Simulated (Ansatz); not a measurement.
`NC=C=CF` + H₂ → `C=C=CN` + H–F at 298.15 K and 1 bar (hydrogenolysis of a C–F bond).

Isolated molecules relaxed with PBE0-D4/def2-TZVP in Ansatz; ΔE leaves out vibrations. CCSD(T)/CBS is the MP2 limit (def2-TZVPP, def2-QZVPP) plus CCSD(T) − MP2 in def2-TZVPP, frozen cores. This one scheme is used for every species. One conformer a species, not always the lowest.

| species | CCSD(T)/CBS energy (Eh) | H − E (kJ/mol) | S (J/(mol·K)) |
| --- | --- | --- | --- |
| `NC=C=CF` | -270.97473 | 192.5 | 309.1 |
| H₂ | -1.17544 | 35.1 | 130.4 |
| `C=C=CN` | -171.79482 | 208.6 | 285.5 |
| H–F | -100.39570 | 33.5 | 173.6 |

H − E and S are ideal-gas, rigid-rotor, harmonic terms from PBE0-D4/def2-TZVP, for one conformer and one mirror image of each species. The MP2-based limit puts H₂ 0.8 mEh under its directly extrapolated value; such offsets cancel only in part. 1 Eh = 2625.50 kJ/mol, R = 8.31446 J/(mol·K).

**Question.** By hand: ΔE, ΔH, ΔS and ΔG.

**Answer.** ΔE = (-171.79482) + (-100.39570) − (-270.97473) − (-1.17544) = -0.04035 Eh = -105.9 kJ/mol. Δ(H − E) = 208.6 + 33.5 − 192.5 − 35.1 = 14.5, so ΔH = -91.4 kJ/mol. ΔS = 285.5 + 173.6 − 309.1 − 130.4 = 19.6 J/(mol·K). ΔG = -91.4 − 298.15 × (19.6)/1000 = -97.2 kJ/mol.

**Question.** By hand: the equilibrium constant, and the temperature at which ΔG would vanish if ΔH and ΔS stayed fixed.

**Answer.** log₁₀ K = −ΔG/(RT ln 10) = 17.0. ΔH and −TΔS have one sign here, so there is no such temperature.

ΔH outweighs TΔS. A doubt of 5 kJ/mol in ΔE shifts log₁₀ K by 0.9 here. Other conformers and mirror images would add mixing entropy, several J/(mol·K) or more a flexible species. These are equilibria of isolated gas molecules and say nothing of rates. Largest T1 diagnostic: 0.013 (customary marks: 0.02 for closed shells, 0.045 for open ones).
